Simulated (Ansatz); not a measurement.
The inner images of a band of C3H6OS (11 atoms, charge 0, multiplicity 1) are given out of order.

Theory: RKS PBE-D4/def2-SVP (Ansatz 0.2.0).

First end point:

```xyz
11
Properties=species:S:1:pos:R:3
C -0.346 0.835 0.903
C 0.181 -0.443 0.272
S 1.953 -0.358 -0.258
C -0.568 -0.875 -0.982
O -1.353 -0.166 -1.579
H 0.280 1.141 1.762
H -0.360 1.655 0.159
H -1.389 0.691 1.251
H 0.187 -1.295 0.986
H 1.766 0.665 -1.141
H -0.286 -1.906 -1.351
```

Last end point:

```xyz
11
Properties=species:S:1:pos:R:3
C -0.396 0.886 0.966
C 0.181 -0.278 0.175
S 1.874 0.171 -0.448
C -0.630 -0.614 -1.070
O -1.599 0.013 -1.447
H 0.222 1.110 1.856
H -0.464 1.795 0.335
H -1.425 0.641 1.296
H 0.285 -1.188 0.804
H 2.251 -1.093 -0.793
H -0.232 -1.500 -1.653
```

Question: Put them in order from the first end to the last, with their energies above the first end.
A.
```xyz
11
Properties=species:S:1:pos:R:3
C -0.376 0.786 1.058
C 0.210 -0.352 0.236
S 1.988 -0.025 -0.216
C -0.563 -0.616 -1.048
O -1.546 0.003 -1.392
H 0.216 0.964 1.976
H -0.398 1.720 0.464
H -1.417 0.544 1.354
H 0.213 -1.306 0.810
H 1.872 -0.320 -1.543
H -0.134 -1.454 -1.679
```
B.
```xyz
11
Properties=species:S:1:pos:R:3
C -0.369 0.805 1.025
C 0.206 -0.371 0.250
S 2.004 -0.181 -0.189
C -0.560 -0.679 -1.028
O -1.529 -0.055 -1.402
H 0.221 1.005 1.940
H -0.379 1.720 0.402
H -1.415 0.585 1.322
H 0.187 -1.303 0.860
H 1.832 -0.044 -1.535
H -0.133 -1.540 -1.627
```
C.
```xyz
11
Properties=species:S:1:pos:R:3
C -0.371 0.725 1.113
C 0.197 -0.313 0.157
S 1.878 0.239 -0.413
C -0.631 -0.471 -1.111
O -1.610 0.190 -1.380
H 0.251 0.817 2.024
H -0.437 1.715 0.620
H -1.399 0.437 1.412
H 0.307 -1.305 0.647
H 2.117 -0.828 -1.228
H -0.237 -1.265 -1.819
```
D.
```xyz
11
Properties=species:S:1:pos:R:3
C -0.349 0.829 0.944
C 0.190 -0.420 0.264
S 1.974 -0.352 -0.231
C -0.571 -0.815 -0.992
O -1.452 -0.142 -1.488
H 0.250 1.086 1.838
H -0.342 1.691 0.249
H -1.402 0.665 1.254
H 0.182 -1.297 0.950
H 1.794 0.472 -1.303
H -0.207 -1.775 -1.464
```
E.
```xyz
11
Properties=species:S:1:pos:R:3
C -0.378 0.768 1.082
C 0.209 -0.339 0.217
S 1.953 0.093 -0.270
C -0.577 -0.567 -1.066
O -1.562 0.059 -1.389
H 0.220 0.919 2.001
H -0.408 1.719 0.517
H -1.416 0.511 1.375
H 0.245 -1.308 0.764
H 1.933 -0.522 -1.488
H -0.154 -1.391 -1.722
```
F.
```xyz
11
Properties=species:S:1:pos:R:3
C -0.358 0.819 0.987
C 0.199 -0.394 0.259
S 1.994 -0.298 -0.201
C -0.565 -0.747 -1.009
O -1.504 -0.103 -1.432
H 0.233 1.045 1.894
H -0.359 1.711 0.331
H -1.409 0.626 1.287
H 0.178 -1.299 0.908
H 1.812 0.229 -1.446
H -0.155 -1.647 -1.557
```
G.
```xyz
11
Properties=species:S:1:pos:R:3
C -0.377 0.748 1.101
C 0.205 -0.325 0.191
S 1.911 0.183 -0.343
C -0.600 -0.520 -1.086
O -1.583 0.121 -1.386
H 0.229 0.869 2.019
H -0.421 1.719 0.570
H -1.411 0.477 1.392
H 0.282 -1.306 0.711
H 2.018 -0.694 -1.382
H -0.188 -1.330 -1.766
```

Answer: D (+0.4 kcal/mol), F (+1.6 kcal/mol), B (+3.0 kcal/mol), A (+3.6 kcal/mol), E (+3.3 kcal/mol), G (+2.7 kcal/mol), C (+2.2 kcal/mol).

Run time: 2.2 min on 2 threads of Arm Neoverse V1, with other jobs on the host, peak memory 0.14 GiB.
